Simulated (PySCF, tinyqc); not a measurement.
Inside a calculation. Method: RHF in the sto-6g basis, for CH+, spin multiplicity 1. The lowest restricted solution is unstable here: a spin-polarised one lies 0.0085 hartree lower (PySCF). One step of it, computed by the program tinyqc.

Question. Iteration 2: building the Fock matrix. J_ij = sum D_kl (ij|kl), K_ij = sum D_kl (ik|jl); F = H + J - 0.5 K; E = tr D H + tr D J / 2 - 0.25 tr D K + E_nn.

D after iteration 1, lower triangle:
```
,1C 1s,1C 2s,1C 2px,1C 2py,1C 2pz,2H 1s
1C 1s,1.597267
1C 2s,-0.872573,1.759825
1C 2px,-0.202597,0.198044,1.268790
1C 2py,0.042809,-0.045163,0.540098,0.656951
1C 2pz,-0.229132,0.433074,-0.732333,-0.114896,0.803292
2H 1s,0.236316,-0.282455,-0.022413,0.395449,0.118952,0.408876
```

core Hamiltonian H = T + V (hartree), lower triangle:
```
,1C 1s,1C 2s,1C 2px,1C 2py,1C 2pz,2H 1s
1C 1s,-18.281388
1C 2s,-4.194413,-5.008739
1C 2px,0.000000,0.000000,-4.002581
1C 2py,0.000000,0.000000,0.000000,-4.002581
1C 2pz,-0.008874,-0.096213,0.000000,0.000000,-4.059881
2H 1s,-0.394124,-1.096580,0.000000,0.000000,-1.054426,-2.516700
```

Two-electron integrals (ij|kl) in chemists' order, unique and non-zero (hartree):
```
i,j,k,l,(ij|kl)
1,1,1,1,3.543743
2,1,1,1,0.529462
2,1,2,1,0.100317
2,2,1,1,0.853596
2,2,2,1,0.199930
2,2,2,2,0.624844
3,1,3,1,0.021271
3,2,3,1,0.031868
3,2,3,2,0.138108
3,3,1,1,0.853598
3,3,2,1,0.199930
3,3,2,2,0.624843
3,3,3,3,0.673218
4,1,4,1,0.021271
4,2,4,1,0.031868
4,2,4,2,0.138108
4,3,4,3,0.036281
4,4,1,1,0.853598
4,4,2,1,0.199930
4,4,2,2,0.624843
4,4,3,3,0.600655
4,4,4,4,0.673218
5,1,5,1,0.021271
5,2,5,1,0.031868
5,2,5,2,0.138108
5,3,5,3,0.036281
5,4,5,4,0.036281
5,5,1,1,0.853598
5,5,2,1,0.199930
5,5,2,2,0.624843
5,5,3,3,0.600655
5,5,4,4,0.600655
5,5,5,5,0.673218
6,1,1,1,0.051631
6,1,2,1,0.009436
6,1,2,2,0.018564
6,1,3,3,0.018496
6,1,4,4,0.018496
6,1,5,1,0.000619
6,1,5,2,0.001216
6,1,5,5,0.018699
6,1,6,1,0.000912
6,2,1,1,0.154708
6,2,2,1,0.036943
6,2,2,2,0.131261
6,2,3,3,0.127932
6,2,4,4,0.127932
6,2,5,1,0.003726
6,2,5,2,0.027134
6,2,5,5,0.137920
6,2,6,1,0.003605
6,2,6,2,0.040650
6,3,3,1,0.003498
6,3,3,2,0.019095
6,3,5,3,0.004989
6,3,6,3,0.004264
6,4,4,1,0.003498
6,4,4,2,0.019095
6,4,5,4,0.004989
6,4,6,4,0.004264
6,5,1,1,0.147426
6,5,2,1,0.035623
6,5,2,2,0.133548
6,5,3,3,0.127261
6,5,4,4,0.127261
6,5,5,1,0.006467
6,5,5,2,0.043685
6,5,5,5,0.146122
6,5,6,1,0.003606
6,5,6,2,0.048789
6,5,6,5,0.061707
6,6,1,1,0.340855
6,6,2,1,0.082832
6,6,2,2,0.334940
6,6,3,3,0.319890
6,6,4,4,0.319890
6,6,5,1,0.008592
6,6,5,2,0.087338
6,6,5,5,0.365041
6,6,6,1,0.008136
6,6,6,2,0.144074
6,6,6,5,0.189027
6,6,6,6,0.774999
```

nuclear repulsion = 2.05240030 hartree

Give: Coulomb J; exchange K; Fock matrix F; total energy of this density.

Answer.

Coulomb J (hartree), lower triangle:
```
,1C 1s,1C 2s,1C 2px,1C 2py,1C 2pz,2H 1s
1C 1s,8.6794
1C 2s,1.5940,3.9227
1C 2px,0.0038,0.0409,3.9429
1C 2py,0.0017,0.0054,0.0392,3.8986
1C 2pz,0.0211,0.1364,-0.0534,-0.0044,3.9266
2H 1s,0.1527,0.8418,-0.0014,0.0008,0.8718,2.2546
```

exchange K (hartree), lower triangle:
```
,1C 1s,1C 2s,1C 2px,1C 2py,1C 2pz,2H 1s
1C 1s,4.9905
1C 2s,0.4773,1.2542
1C 2px,-0.1318,0.1008,1.1224
1C 2py,0.0357,0.0336,0.3440,0.7327
1C 2pz,-0.0710,0.2828,-0.4694,-0.0209,0.8704
2H 1s,0.0604,0.3201,-0.0795,0.1073,0.3368,0.4494
```

Fock matrix F (hartree), lower triangle:
```
,1C 1s,1C 2s,1C 2px,1C 2py,1C 2pz,2H 1s
1C 1s,-12.0972
1C 2s,-2.8391,-1.7132
1C 2px,0.0698,-0.0095,-0.6208
1C 2py,-0.0161,-0.0114,-0.1328,-0.4704
1C 2pz,0.0477,-0.1012,0.1813,0.0061,-0.5685
2H 1s,-0.2717,-0.4148,0.0384,-0.0528,-0.3510,-0.4868
```

total energy of this density = -29.096965 hartree

This density is a damped mixture and is not idempotent.
